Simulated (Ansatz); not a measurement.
# CH₂Si+ (doublet): the correlation ladder, def2-TZVPP

The task here is to estimate one member of a computed series from the others.

Program: Ansatz 0.2.0, Gaussian basis. Level of theory: def2-TZVPP, core rule «outside noble gas», up to 6 orbitals frozen. These are calculated values, not measurements.

Plan: UHF; ROHF; CCSD(T) on UHF.

2 further runs of the same task are left out: 2 set aside as unsound or not needed.

## The geometry

The geometry is a PBE0/def2-TZVP stationary point (not a proven minimum) of the parent state, kept for this charge and spin.

4 atoms, charge 1, spin multiplicity 2.

Atoms are counted from 1 here; the program's logs count them from 0.

Bond lengths: Si1–C2 1.820 Å, Si1–H3 1.492 Å, Si1–H4 1.492 Å. Angles: C2–Si1–H3 125.7°, C2–Si1–H4 125.7°, H3–Si1–H4 108.7°.

Set-up of the first run:

Contents of in.yaml:

```yaml
crystal:
  periodic: [false, false, false]
  atoms:
    - {symbol: Si, position_ang: [0.000000, 0.000000, 0.477506]}
    - {symbol: C, position_ang: [0.000000, 0.000000, -1.342750]}
    - {symbol: H, position_ang: [0.000000, 1.212489, 1.347482]}
    - {symbol: H, position_ang: [0.000000, -1.212489, 1.347482]}
basis:
  gaussian: {orbitals: def2-TZVPP}
total_charge: 1
magnetization: {spin_polarized: true, initial_magnetization: 1}
hamiltonian: {xc: hf}
output: {orbitals: {seedname: orbitals}}
```

Run with:

```console
ansatz run in.yaml --threads 1 --pin off --events-out ev --progress --plain --max-ram 4096MiB --backend cpu
```

Steps of the session up to this table: UHF; ROHF; CCSD(T) on UHF.

One of the session's tables, all rows but one given; the rest of the session is left out.

| method | from UCCSD(T) (meV) |
| --- | --- |
| ROHF | +6505.0 |
| UHF | ? |
| UMP2 | +1380.9 |
| UCCSD | +225.7 |
| UCCSD(T) | 0 |

Q: Estimate the row for UHF from the others.

**Answer.** from UCCSD(T) (meV): +5921.9. In the column «from UCCSD(T) (meV)» it lies between UMP2 (+1380.9) and ROHF (+6505.0).

Caveats from the session: The determinant is far from a pure spin state, so its energy mixes those of several spin states (harmless only where they are near-degenerate, as at dissociation).
